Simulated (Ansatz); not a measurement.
Worked example: ideal-gas entropy of C4H4S (thiophene)

A singlet with charge 0, relaxed at PBE/def2-SVP (Ansatz 0.2.0):

```xyz
9

C     0.1913    0.9879    0.0124
C     0.9802   -0.2015    0.1070
C     0.2166   -1.3512    0.0344
S    -1.4659   -0.9841   -0.1494
C    -1.1570    0.7198   -0.1302
H     0.6025    2.0064    0.0482
H     2.0728   -0.2105    0.2244
H     0.5482   -2.3958    0.0787
H    -1.9885    1.4289   -0.2254
```

Harmonic wavenumbers in cm⁻¹: 451, 565, 601, 657, 699, 739, 831, 844, 849, 892, 1034, 1049, 1053, 1216, 1352, 1440, 1518, 3144, 3157, 3188, 3191.

Masses in u: C 12.011, S 32.06, H 1.008. Take T = 298.15 K, p = 1 bar, R = 8.3145 J/(mol K), kT/hc = 207.22 cm⁻¹, rigid rotor and harmonic oscillator.

Question: Compute the standard molar entropy.

Answer: 
1. Translation (Sackur–Tetrode): S = R[3/2 ln M + 5/2 ln T − 1.1517] with M = 84.136 gives 164.1 J/(mol K).
2. Rotation: principal moments 63.783, 95.182, 158.965 u Å² give A, B, C = 0.2643, 0.1771, 0.106 cm⁻¹; the symmetry number is σ = 2; q = (√π/σ)√((kT/hc)³/ABC) = 37530; S = R(ln q + 3/2) = 100.0.
3. Vibration: with u = ν̃/207.22, each mode gives R[u/(eᵘ − 1) − ln(1 − e⁻ᵘ)]; the sum is 15.4, most from 451 cm⁻¹ (3.3), 565 cm⁻¹ (2.2), 601 cm⁻¹ (1.9).
4. Spin: R ln 1 = 0.0.
5. Sum: 164.1 + 100.0 + 15.4 + 0.0 = 279.5 J/(mol K).

The tabulated value is 278.8 J/(mol K) (CRC Handbook of Chemistry and Physics): the model is off by +0.7.
